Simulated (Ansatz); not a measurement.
Ansatz input

```yaml
crystal:
  lattice:
    - [3.1654010435, 0.0, 0.0]
    - [0.0, 3.1654010435, 0.0]
    - [0.0, 0.0, 4.5978788443]
  atoms:
    - { symbol: Ce, position: [1.0, 1.0, 0.0], spin: 1.0 }
    - { symbol: Ce, position: [0.5, 0.5, 0.5], spin: -1.0 }
hamiltonian:
  xc: lda
  pseudopotentials:
    kind: paw
    azcp:
      Ce: "pseudopotentials/Ce.paw.azcp"
basis:
  ecutwfc: 420
  fft_grid_basis: typed
kpoints:
  mp_grid: { grid: [13, 13, 9], shift: [0, 0, 0] }
magnetization:
  spin_polarized: true
scf:
  occupations: { method: fermi_dirac, width: 0.05 }
output:
  stress: true
```

and its output:

```
Warning: the record states the generating functional pbe (its physics header spells it `PBE`), which answers neither for hamiltonian.xc's functional nor for the lda family's — results may be inconsistent (PPs are generated against a specific XC)
band count auto-derived: 31 (N_el = 24.0; filled up to band 12; 17 by the electrons, moments and atoms)
Engine: ansatz 0.2.0, x86_64-unknown-linux-gnu
Pseudopotentials: kind: paw
Pseudopotential: Ce, paw, valence charge 12, recommended cutoff 420 eV (normal) 
Functional definition: SPW92
  exchange = slater_x
  correlation = pw_c
Crystal: 2 atoms, lattice volume = 46.070 Å³
Basis set: ecut = 420 eV, 919 PW (Γ)
Bands: 31, of which v1, the nominal top of the filled ones, is band 12 counted from 1 (11 counted from 0)
Symmetry: 16 space group operations
Space group: P4/mmm (ITA 123), of the structure as read, at distance tolerance 3.6e-5 Å
Magnetic group: BNS 123.350 (UNI 1010), of the structure as read, at distance tolerance 3.6e-5 Å
k-points: 140 of 1521
Non-local potential: Ce, projectors of the file, l = 0: 3, l = 1: 2, l = 2: 2, l = 3: 3
PAW form: soft (Blöchl's): semilocal exchange-correlation on the pseudo side does not see the compensation charge
PAW frozen core: Ce, regenerated for the run's functional, and the local potential with it (the file was generated under x = pbe(κ = 0.804, μ = 0.2195149727645171), c = pbe(β = 0.06672455060314922))
PAW one-centre angular grid: Ce, 590 points (default); XC on 64 Gauss nodes
Initial density: superposition of atomic densities (chi_scale 0.1, normalization cell)
Starting moments: Σ|m| = 2 μB on 2 of 2 sites
Starting magnetic order: antiferromagnet; a translation exchanges its spin sublattices: spin-degenerate at every k-point
Initial wavefunctions: pseudopotential atomic-orbital guess
Functional: x = slater, c = lda
SCF iter   1: F=—  HF=-12799.274813 eV  |F-HF|=—  |Δ(HF+E_count)|=         —  Δρ=1.16e-1 (↑1.16e-1 ↓1.16e-1)  dr2=1.23e1  dr2_m=9.74e-1  M=0.000 μB ∫|m|=0.166 μB  β_m=0.30  ethr=3.10e-3  ⟨swp⟩=5.6  Hψ=20557  notcnv=0  defer=51
Mixer restart at iter 1: flushing history
spin=Collinear: Kerker preconditioning applied to the charge; magnetization (m = ρ↑ − ρ↓) channel mixes plain (no charge-response kernel on spin).
SCF iter   2: F=—  HF=-12796.964450 eV  |F-HF|=—  |Δ(HF+E_count)|=    2.31e0  Δρ=8.00e-2 (↑8.00e-2 ↓8.00e-2)  dr2=5.32e0  dr2_m=4.86e-1  M=0.000 μB ∫|m|=0.133 μB  β_m=0.59  ethr=3.10e-3  ⟨swp⟩=4.4  Hψ=12144  notcnv=0  defer=634
SCF iter   3: F=—  HF=-12794.852202 eV  |F-HF|=—  |Δ(HF+E_count)|=    2.11e0  Δρ=1.03e-2 (↑1.03e-2 ↓1.03e-2)  dr2=5.94e-2  dr2_m=5.20e-3  M=0.000 μB ∫|m|=0.051 μB  β_m=0.79  ethr=3.10e-3  ⟨swp⟩=4.4  Hψ=12377  notcnv=0  defer=629
...
SCF converged after 11 iterations
Magnetization: 0.0000 μB (12.0000 up, 12.0000 down)
Absolute magnetization: 0.0000 μB (∫|ρ↑−ρ↓|, with the PAW one-centre terms)
Spin contamination: 0.0000 ħ² per cell (⟨S²⟩ above its minimum at these occupations)
Per-site moments (μB) at R_I (Å): [(-6.014045236528011e-7, 1.3057279304437501), (6.014045236528011e-7, 1.3057279304437501)]
Free energy (F): -12795.325647 eV
Harris-Foulkes:  -12795.325647 eV  (|F-HF|=1.82e-10)
Internal energy: -12795.290710 eV  (E = F + TS)
E sigma→0 (E₀):  -12795.308178 eV
Entropy (-TS):   -0.034937 eV (-17.468 meV/atom)
Fermi energy:    18.815500 eV
--- Per-component energies (eV) ---
  E_band       = 99.092565
  E_kinetic    = 754.354749
  E_local      = -497.113173  (includes V_loc(G=0)·N_el)
  E_nonlocal   = -70.400438
  E_hartree    = 176.243909
  E_xc         = -447.727042
  E_vxc        = -500.802752  (∫ρ·V_xc dr)
  E_paw        = -10606.675065  (= ΣΔE_a)
  E_vpaw       = 60.566632  (= ΣTr[D̂ρ^β])
  E_aug_tail   = 0.000000  (compensation charges beyond the density's cutoff)
  E_ewald      = -2104.844350
  E_core_change = 0.870700  (= ΣΔE_core)
  E_smearing   = -0.034937  (= −TS)
  E_closure    = 0.000000  (closes the sum)
  Σ components = -12795.325647   (vs F -12795.325647, Δ=0.00e0)
--- Stress (GPa, compression-positive) ---
        0.162301       0.000000       0.000000
        0.000000       0.162301       0.000000
        0.000000       0.000000      -0.057711
  P = ⅓ Tr σ = 0.0890 GPa (0.890 kbar)
--- Band table (eV; the first three rows and the last of 280) ---
  k-point 0 ↑: bands = ["-16.2033", "-15.1244", "-0.3295", "2.0519", "2.0519", "3.3955", "3.4212", "3.4212", "15.4113", "16.0564", "16.3570", "18.4507", "19.1598", "19.2558", "19.2558", "19.4013", "19.5485", "19.5485", "19.6829", "19.8247", "19.8247", "19.8889", "20.1534", "20.1750", "20.1750", "20.2437", "20.6054", "20.6054", "24.1477", "24.8458", "27.6906"]
  k-point 1 ↑: bands = ["-16.1742", "-15.1610", "-0.2349", "2.0882", "2.0882", "3.2498", "3.3738", "3.3738", "15.5307", "16.1134", "16.5847", "18.3614", "19.1155", "19.2716", "19.2716", "19.4181", "19.5493", "19.5493", "19.6931", "19.8097", "19.8097", "19.8937", "20.0183", "20.0183", "20.1215", "20.2141", "20.9160", "20.9160", "23.8669", "24.9353", "27.2128"]
  k-point 2 ↑: bands = ["-16.0893", "-15.2648", "0.0405", "2.1941", "2.1941", "2.8506", "3.2396", "3.2396", "15.8785", "16.2815", "17.1886", "18.1080", "18.9890", "19.3172", "19.3172", "19.4679", "19.5515", "19.5515", "19.7197", "19.7675", "19.7675", "19.8448", "19.8448", "19.9079", "20.0347", "20.1458", "21.5405", "21.5405", "23.2096", "25.1921", "26.0284"]
  k-point 139 ↓: bands = ["-15.0519", "-15.0487", "0.4381", "0.4846", "0.7634", "0.8406", "1.8725", "1.8868", "17.0941", "17.1689", "18.3823", "18.4825", "18.8462", "18.9260", "18.9767", "19.0521", "19.6210", "19.6265", "19.6581", "19.6585", "19.9409", "19.9410", "20.0699", "20.0714", "20.5403", "20.5703", "21.4755", "21.5650", "23.7405", "23.8081", "28.9885"]
```

Open f shells have many self-consistent states, so the state found may not be the lowest.
